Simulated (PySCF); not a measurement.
# SiNF: singlet, from a bent start

The task is one start of a wider search on SiNF: the singlet, from a bent start. It is relaxed, tested by its Hessian and followed downhill if it is a saddle.

Method: PBE0, basis Si def2-TZVP, N def2-TZVP, F def2-TZVP, no relativity, density fitting; program: PySCF 2.14.0.

**1. The starting structure**

3 atoms, charge 0, spin multiplicity 1.

Bond lengths: Si1–N2 1.670 Å, Si1–F3 1.800 Å. Angles: N2–Si1–F3 110.0°.

Coordinates in bohr (charge 0 multiplicity 1):
```
Si    0.0000    0.0000    0.0000
N    -2.5851    0.0000    1.8102
F     2.7864    0.0000    1.9510
```

**2. First SCF at the start**

The steps below are one call of a driver around PySCF. For each, scf.py gives the equivalent set-up of the SCF; relaxations use the driver's own optimiser. After this first run the driver tries any further starts and a stability analysis.

Contents of scf.py:

```python
from pyscf import gto, scf, dft
mol = gto.M(atom='''
Si     0.000000     0.000000     0.000000
N     -1.368000     0.000000     0.957900
F      1.474500     0.000000     1.032400''',
    basis={'Si': 'def2-TZVP', 'N': 'def2-TZVP', 'F': 'def2-TZVP'},
    charge=0, spin=0)
mf = dft.RKS(mol, xc='PBE0')
mf.grids.atom_grid = (50, 194)
aux = {'Si': 'def2-universal-JKFIT', 'N': 'def2-universal-JKFIT', 'F': 'def2-universal-JKFIT'}
mf = mf.density_fit(auxbasis=aux)
mf.conv_tol = 1e-08
mf.diis_space = 10
mf.max_cycle = 60
mf.init_guess = 'minao'
mf.verbose = 4
mf.kernel()
```

Launch:

```console
$ OMP_NUM_THREADS=2 python axn.py task.json out
```

Output:

```text
init E= -443.696065368425
  HOMO = -0.289260389547186  LUMO = -0.229955642900912  gap/eV = 1.61376
cycle= 1 E= -443.52118109758  delta_E= 0.175  |g|= 0.869  |ddm|= 1.67
  HOMO = -0.151345096971631  LUMO = -0.139585846477944  gap/eV = 0.31999
cycle= 2 E= -441.819388990355  delta_E=  1.7  |g|= 2.38  |ddm|= 2.26
  HOMO = -0.306586392285267  LUMO = -0.230550479478609  gap/eV = 2.06904
cycle= 3 E= -443.694558504823  delta_E= -1.88  |g|= 0.501  |ddm|= 1.84
  HOMO = -0.269842440668915  LUMO = -0.197862361773623  gap/eV = 1.95868
cycle= 4 E= -443.668086380684  delta_E= 0.0265  |g|= 0.549  |ddm|= 0.618
  HOMO = -0.298859351147202  LUMO = -0.207545551361555  gap/eV = 2.48478
cycle= 5 E= -443.742927856911  delta_E= -0.0748  |g|= 0.152  |ddm|= 0.243
  HOMO = -0.307211148506184  LUMO = -0.209803289959311  gap/eV = 2.65060
cycle= 6 E= -443.749089082449  delta_E= -0.00616  |g|= 0.0592  |ddm|= 0.0712
  HOMO = -0.308255600726386  LUMO = -0.208760360697163  gap/eV = 2.70740
cycle= 7 E= -443.750162735388  delta_E= -0.00107  |g|= 0.0151  |ddm|= 0.0458
  HOMO = -0.309254500538001  LUMO = -0.209144631545819  gap/eV = 2.72413
cycle= 8 E= -443.750260497683  delta_E= -9.78e-05  |g|= 0.00618  |ddm|= 0.021
  HOMO = -0.309478583294886  LUMO = -0.209228445133284  gap/eV = 2.72795
cycle= 9 E= -443.75028216767  delta_E= -2.17e-05  |g|= 0.00124  |ddm|= 0.0125
  HOMO = -0.309487330069732  LUMO = -0.209294133269196  gap/eV = 2.72640
cycle= 10 E= -443.750283600418  delta_E= -1.43e-06  |g|= 0.000183  |ddm|= 0.00498
  HOMO = -0.309495492412745  LUMO = -0.209315079386478  gap/eV = 2.72605
cycle= 11 E= -443.750283609938  delta_E= -9.52e-09  |g|= 4.87e-05  |ddm|= 0.000267
  HOMO = -0.309499063901731  LUMO = -0.209317920343963  gap/eV = 2.72607
Extra cycle  E= -443.750283605937  delta_E= 4e-09  |g|= 0.000138  |ddm|= 0.000186
converged SCF energy = -443.750283605937
```

This step, with its further starts and checks, ran for 3.4 s (2 threads of Arm Neoverse V2, shared host).

The test of internal stability found no lower closed-shell solution.

**3. Relaxation: bent start, singlet**

The program finds Cs symmetry in the start, which this walk keeps. Threshold on the gradient: 0.0003 Eh/bohr, with a further test on the energy change.

Edit scf.py of step 2 so:

```diff
@@ -3,3 +3,3 @@
-Si     0.000000     0.000000     0.000000
-N     -1.368000     0.000000     0.957900
-F      1.474500     0.000000     1.032400''',
+Si    -0.145247     0.000000    -0.541626
+N     -1.513247     0.000000     0.416274
+F      1.329253     0.000000     0.490774''',
@@ -15 +14,0 @@
-mf.init_guess = 'minao'
```

The optimiser's trace:

| step | energy (Eh) | change (kJ/mol) | largest symmetric gradient (Eh/bohr) |
| --- | --- | --- | --- |
| 0 | -443.750284 | 0.00 | 0.07871 |
| 1 | -443.778547 | -74.21 | 0.03638 |
| 2 | -443.789407 | -102.72 | 0.03660 |
| 3 | -443.793659 | -113.88 | 0.04275 |
| 4 | -443.795691 | -119.22 | 0.01426 |
| 5 | -443.796327 | -120.89 | 0.00434 |
| 6 | -443.796530 | -121.42 | 0.00379 |
| 7 | -443.796764 | -122.03 | 0.00307 |
| 8 | -443.796986 | -122.62 | 0.00279 |
| 9 | -443.797095 | -122.90 | 0.00164 |
| 10 | -443.797101 | -122.92 | 0.00050 |
| 11 | -443.797101 | -122.92 | 0.00001 |

The walk took 12 s.

Positions (Å) and forces (eV/Å) along the way:

```
step 0
Si  -0.145   0.000  -0.542   1.790   0.000   4.047
N   -1.513   0.000   0.416   0.997   0.000  -1.431
F    1.329   0.000   0.491  -2.786   0.000  -2.616
step 1
Si  -0.093   0.000  -0.403  -0.556   0.000   1.871
N   -1.526   0.000   0.363   0.557   0.000  -1.066
F    1.290   0.000   0.405  -0.001   0.000  -0.804
step 6
Si  -0.112   0.000   0.013  -0.195   0.000   0.190
N   -1.669   0.000   0.150   0.174   0.000  -0.104
F    1.452   0.000   0.202   0.021   0.000  -0.086
step 11
Si  -0.116   0.000   0.124   0.000   0.000   0.000
N   -1.673   0.000   0.094   0.001   0.000   0.001
F    1.460   0.000   0.147   0.000   0.000  -0.001
```

It settles in C∞v symmetry, 122.9 kJ/mol below the start, after 11 steps: Si–F 1.576 Å, Si–N 1.558 Å; F–Si–N 179.7°.

**4. Frequencies**

The point is checked on the finer grid, and tightened if its gradient asks for it. The Hessian and the dipole derivatives come from central differences of analytic gradients, with steps of 0.02 bohr.

Edit scf.py of step 3 so:

```diff
@@ -3,3 +3,3 @@
-Si    -0.145247     0.000000    -0.541626
-N     -1.513247     0.000000     0.416274
-F      1.329253     0.000000     0.490774''',
+Si    -0.133321    -0.000000    -0.002253
+N     -1.690594     0.000000    -0.028567
+F      1.442416     0.000000     0.024374''',
@@ -9 +9 @@
-mf.grids.atom_grid = (50, 194)
+mf.grids.atom_grid = (75, 302)
@@ -12 +12 @@
-mf.conv_tol = 1e-08
+mf.conv_tol = 1e-10
```

The driver hands on the density of the step before, so the log starts near convergence.

Log of the central SCF (cycles and frontier levels):

```text
init E= -443.797084148981
  HOMO = -0.29421033419748  LUMO = -0.134698051702905  gap/eV = 4.34055
cycle= 1 E= -443.79708414894  delta_E= 4.09e-11  |g|= 1.35e-05  |ddm|= 1.04e-05
  HOMO = -0.294213815216378  LUMO = -0.134698976588808  gap/eV = 4.34062
cycle= 2 E= -443.797084148325  delta_E= 6.15e-10  |g|= 5.16e-05  |ddm|= 3.94e-05
  HOMO = -0.29421100710319  LUMO = -0.134698196836574  gap/eV = 4.34056
cycle= 3 E= -443.797084148986  delta_E= -6.61e-10  |g|= 1.51e-07  |ddm|= 3.11e-05
  HOMO = -0.294211024088873  LUMO = -0.134698212672632  gap/eV = 4.34056
cycle= 4 E= -443.797084148988  delta_E= -1.82e-12  |g|= 4.96e-08  |ddm|= 1.23e-07
  HOMO = -0.294211027487539  LUMO = -0.13469821736647  gap/eV = 4.34056
Extra cycle  E= -443.797084148986  delta_E= 1.59e-12  |g|= 7.7e-08  |ddm|= 4.63e-08
converged SCF energy = -443.797084148986
```

The whole step took 16 s.

Geometry: C∞v; Si–F 1.576 Å, Si–N 1.557 Å; F–Si–N 180.0°.

Harmonic modes (main isotopes):

| symmetry | ω (cm⁻¹) | IR (km/mol) | μ (u) | type |
| --- | --- | --- | --- | --- |
| π | 138 | 31.9 | 20.54 | bend |
| σ+ | 815 | 71.7 | 17.56 | stretch |
| σ+ | 1315 | 43.5 | 18.65 | stretch |

All wavenumbers are real: a minimum.

Constants and moments:

* Dipole moment: 3.33 D
* Highest occupied level: -8.01 eV
* Lowest empty level: -3.67 eV
* Rotational constants: 0.2105 cm⁻¹
* Zero-point energy: 14.4 kJ/mol
* Principal polarisabilities: 30.2, 30.2, 44.2 bohr³
* Atomisation energy without zero-point energy: 860 kJ/mol
* Principal traceless quadrupole moments about the centre of mass: -8.42, 4.21, 4.21 D Å
* Entropy at 298.15 K and 1 bar: 250.4 J/(mol K)
* Heat capacity Cp at 298.15 K: 48.3 J/(mol K)
* Enthalpy at 298.15 K above 0 K: 12.39 kJ/mol
* Rotational symmetry number: 1

Charges (e) and bond orders:

| atom | Mulliken | Löwdin | polar tensor | Mayer order to Si1 |
| --- | --- | --- | --- | --- |
| Si1 | 0.54 | 0.23 | 0.69 | – |
| N2 | -0.33 | -0.28 | -0.30 | 2.99 |
| F3 | -0.21 | 0.06 | -0.39 | 1.18 |

Mulliken populations on Si1: s 5.12, p 7.84, d 0.41, f 0.09.

**5. Outcome**

| quantity | value |
| --- | --- |
| minimum | singlet, C∞v |
| geometry | Si–F 1.576 Å, Si–N 1.557 Å; F–Si–N 180.0° |
| wavenumbers (cm⁻¹) | 138 (π), 815 (σ+), 1315 (σ+) |
| dipole moment | 3.33 D |
| highest occupied, lowest empty level | -8.01, -3.67 eV |
| polar-tensor charge of Si1 | +0.69 e |
| zero-point energy | 14.4 kJ/mol |
| entropy at 298.15 K | 250.4 J/(mol K) |
| atomisation energy (no zero-point energy) | 860 kJ/mol |

**Reading.** From Cs at the start the molecule goes to a C∞v minimum. The strongest infrared band lies at 815 cm⁻¹ (σ+, stretch). Only this shape and spin were tried, so other structures or states may lie lower.

The search up to here took 32 s.
